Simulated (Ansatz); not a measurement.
For rock-salt HfN, PBEsol (PAW; Ansatz, a program for electronic structure) gives:

- equilibrium lattice constant a = 4.501 Å
- bulk modulus B0 = 284 GPa

Q: What does LC-ωPBE (Ansatz, plane waves, PAW) give for the same quantities?

A: 
- lattice constant a: 4.501 Å (stays essentially unchanged)
- bulk modulus: 308 GPa (increases by 8.5 %)

For comparison: lattice constant a 4.524 Å (measured, room temperature, not corrected to a static lattice; as tabulated in Seo, Lee, Wen, Petrov, Greene, Gall, J. Appl. Phys. 96, 878 (2004)); bulk modulus 260 GPa (measured, room temperature, no zero-point or thermal correction, our sources range from 260 to 306; as tabulated in Synthesis of Binary Transition Metal Nitrides, Carbides and Borides from the …).

Changes are worked out from the printed values.

Unless a cell is named, each level is at its own relaxed cell (PBEsol 11.40, LC-ωPBE 11.40 Å³/atom).

Levels without +SOC leave out spin–orbit coupling, which shifts energies and cells of such heavy elements.

Ansatz's density-functional and Hartree–Fock values are scalar-relativistic unless marked +SOC, with PAW data made under PBE.
